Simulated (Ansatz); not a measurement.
Task: Name a neutral molecule of F and H with LUMO energy (ωB97M-V/def2-TZVPP) between 2.25 and 2.55 eV and LUMO energy (B3LYP/def2-TZVPP) between 0.25 and 0.55 eV (Ansatz, PBE0-D4/def2-TZVP geometry).

Result: H–F (2.26 eV, 0.32 eV). Other molecules can fit too; these were computed, each in one conformer that needn't be the lowest.

B3LYP here is the variant with VWN-RPA as its local correlation; programs differ in this.
